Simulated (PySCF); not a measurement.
**Complete the spectrum of C5H11N**

Species: C5H11N.
Numbering: `[CH2:1]=[C:2]([CH3:3])[CH2:4][NH:5][CH3:6]` (hydrogens: H7, H8 on C1; H9, H10, H11 on C3; H12, H13 on C4; H14 on N5; H15, H16, H17 on C6)

Theory: TDDFT PBE0/def2-SVPD, vertical, gas phase, core orbitals frozen in the response (PySCF 2.14.0, density-fitted response routines). Geometry: GFN2-xTB, one conformer, isolated molecule. Torsions of this conformer, `[CH2:1]=[C:2]([CH3:3])[CH2:4][NH:5][CH3:6]`: C1–C2–C4–N5 -118°, C2–C4–N5–C6 180°.

Lowest singlets, with some entries withheld (?).

```
state  E (eV)       f  main configurations (H = HOMO, L = LUMO)
   S1    5.71  0.0000                                 H→L (98%)
   S2    6.08  0.0046                               H→L+1 (92%)
   S3    6.82  0.0044                               H→L+2 (81%)
   S4       ?       ?                                         ?
   S5    6.94   0.022   H→L+3 (43%), H-1→L+1 (29%), H→L+4 (19%)
   S6       ?       ?                                         ?
```

**Question.** What stands in place of each question mark?

**Answer.** 
- S4: E = 6.92 eV; f = 0.037; H-1→L+1 (35%), H→L+3 (22%), H-1→L (16%)
- S6: E = 7.25 eV; f = 0.055; H→L+4 (59%), H→L+3 (21%), H-1→L (10%)

**Question.** How far apart are S2 and S4, in eV and cm⁻¹?

**Answer.** 6.923 − 6.077 = 0.846 eV, or about 6820 cm⁻¹.

**Question.** Where do the lowest triplets lie (Tamm–Dancoff)?

**Answer.** T1 4.43 eV, H-1→L (86%); T2 5.58 eV, H→L (90%). E(S1) − E(T1) = +1.28 eV.

**Question.** What is the mean static polarisability from the same response equations?

**Answer.** 72.3 au (10.71 Å³), with principal values 58.7, 71.6 and 86.5 au.

Time: 32 s wall; peak memory 0.83 GiB. Hardware: Arm Neoverse V1, one thread, no GPU, shared host.
